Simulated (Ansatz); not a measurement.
C4H7N can be A, `CCC1=NC1`, or B, `C#CCNC`.

Program: Ansatz. Geometries: PBE0-D4/def2-TZVP. ΔE: electronic, gas phase. CCSD(T)/CBS adds triple-zeta CCSD(T) − MP2 to the extrapolated MP2 energy (def2 sets, frozen cores). Functionals use def2-TZVPP. B3LYP here is the variant with VWN-RPA as its local correlation; programs differ in this. Each species was taken in one conformer, which may not be the lowest.

A:

```xyz
12

C    -0.4737    1.4762   -0.4050
C    -0.1104    0.1116   -0.9795
C     0.0461   -0.9043    0.0733
N    -0.3808   -2.0219    0.4267
C     0.6639   -1.3401    1.3057
H     0.2816    1.8146    0.3071
H    -1.4340    1.4399    0.1128
H    -0.5461    2.2176   -1.2021
H    -0.8657   -0.2353   -1.6898
H     0.8410    0.1818   -1.5188
H     0.3185   -0.9634    2.2652
H     1.6596   -1.7767    1.3044
```

B:

```xyz
12

C    -1.702   -1.244   -1.219
C    -1.290   -0.319   -0.574
C    -0.752    0.770    0.246
N     0.434    0.440    1.013
C     1.567    0.058    0.195
H    -2.073   -2.058   -1.796
H    -1.530    1.116    0.932
H    -0.515    1.620   -0.404
H     0.211   -0.306    1.661
H     1.870    0.910   -0.420
H     2.408   -0.197    0.842
H     1.371   -0.791   -0.476
```

Which isomer does CCSD(T)/CBS put lower? Give the gap. (Best estimate.)

The calculation gave: A, by 31.9 kJ/mol.

Give E(B) − E(A) in kJ/mol with PBE0-D4, MP2/def2-TZVPP, B2PLYP, CCSD/def2-TZVPP, PBE-D4, r2SCAN-D4, B3LYP-D4. (An estimate is asked.)

Computed: PBE0-D4 52.0, MP2/def2-TZVPP 37.5, B2PLYP 32.9, CCSD/def2-TZVPP 34.0, PBE-D4 53.0, r2SCAN-D4 48.6, B3LYP-D4 33.2. None reverses the order clearly.

Largest T1 diagnostic: 0.011.

In def2-TZVPP, CCSD(T) changes the Hartree–Fock value by +14.3 kJ/mol (the triples alone add +2.6 kJ/mol) and MP2 by +15.2 kJ/mol.
